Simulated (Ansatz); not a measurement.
Relaxation of C$_{2}$HClF$_{2}$ (6 atoms, charge 0, multiplicity 1), to a largest force component of 0.015 eV/Å in at most 40 steps.

The calculation used RKS B3LYP-D4/def2-SVP in Ansatz 0.2.0.

```xyz
6
Properties=species:S:1:pos:R:3
F -1.505 0.881 -0.178
C -0.482 0.243 0.412
C 0.525 -0.255 -0.201
F 0.648 -0.136 -1.537
Cl 1.779 -1.074 0.680
H -0.652 0.172 1.503
```

Q: Where does it end, and by what steps?

A: It converged. After 5 steps the energy has fallen by 0.177 eV; Cl5 moved furthest, 0.07 Å.

| step | energy less start (eV) | largest force component (eV/Å) | accepted |
| --- | --- | --- | --- |
| 0 | 0.0000 | 3.873 | yes |
| 1 | -0.1533 | 0.966 | yes |
| 2 | -0.1746 | 0.126 | yes |
| 3 | -0.1760 | 0.097 | yes |
| 4 | -0.1765 | 0.015 | yes |
| 5 | -0.1765 | 0.009 | yes |

```xyz
6
Properties=species:S:1:pos:R:3
F -1.501 0.887 -0.212
C -0.531 0.253 0.447
C 0.526 -0.252 -0.195
F 0.679 -0.157 -1.506
Cl 1.802 -1.078 0.618
H -0.662 0.179 1.527
```

Whether the end is a true minimum wasn't checked by a vibrational analysis.

Time of the run: 13 s on 1 thread of Intel(R) Xeon(R) 6975P-C (Granite Rapids), on a shared host, peak memory 0.17 GiB.
